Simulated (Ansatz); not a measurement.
Molecule: nitrogen trifluoride, NF₃ (charge 0, singlet). SMILES: FN(F)F
Coordinates optimised at B3LYP-D3(BJ)/def2-TZVP (Ansatz, a quantum-chemistry and plane-wave program):
```
N
F 1 1.3779
F 1 1.3779 2 102.01
F 1 1.3779 2 102.01 3 105.23
```

Atomisation energy built up term by term with Ansatz (kcal/mol; UHF references for open shells; valence terms freeze the core; atomic spin-orbit terms are left out). CBS marks a two-point X^-3 extrapolation of the correlation energy; Hartree-Fock from the larger set.

```json
[
 {"term": "Hartree-Fock", "basis": "cc-pVQZ", "kcal/mol": "36.38"},
 {"term": "CCSD correlation", "basis": "CBS(cc-pVTZ,cc-pVQZ)", "kcal/mol": "151.78"},
 {"term": "(T)", "basis": "CBS(cc-pVTZ,cc-pVQZ)", "kcal/mol": "16.30"},
 {"term": "core correlation", "basis": "cc-pwCVTZ", "kcal/mol": "0.24"},
 {"term": "scalar relativity (X2C)", "basis": "cc-pVTZ-DK against cc-pVTZ", "kcal/mol": "-0.32"},
 {"term": "sum: De", "basis": "", "kcal/mol": "204.4"}
]
```

(T) makes 8.0 % of the CCSD(T) atomisation energy.
